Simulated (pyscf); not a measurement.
H₂N–AlH₂ → H₂N–Al [singlet] + hydrogen (H₂), a 1,1-elimination (singlet surface; Al–H, Al–H broken, H–H formed). Optimised with ωB97X-D3(BJ)/def2-SVP in PySCF. Energies in kcal/mol from the reactant's lowest minimum found.

AM1 to PM7: differences of heats of formation from MOPAC, which are fitted to 298 K values and so differ in kind from electronic energies by zero-point and thermal terms. 

### Question
Quick PM3 single points give ΔE‡ = 12.9 kcal/mol and ΔE = -40.1 kcal/mol. What does ωB97M-D3(BJ)/def2-TZVP give, and how far is the quick result from it?

### Answer
ωB97M-D3(BJ)/def2-TZVP gives ΔE‡ = 78.2 kcal/mol and ΔE = +24.9 kcal/mol. PM3 lies 65.3 kcal/mol under it in the barrier and 65.0 kcal/mol under it in the reaction energy, so on this step it does not hold to within 3.0 kcal/mol. ωB97M-D3(BJ)/def2-TZVP has limits of its own. This is the saddle that the search found; another between the same sides may lie lower. One closed-shell reference is unstable to symmetry breaking; treat the single-reference values with care.
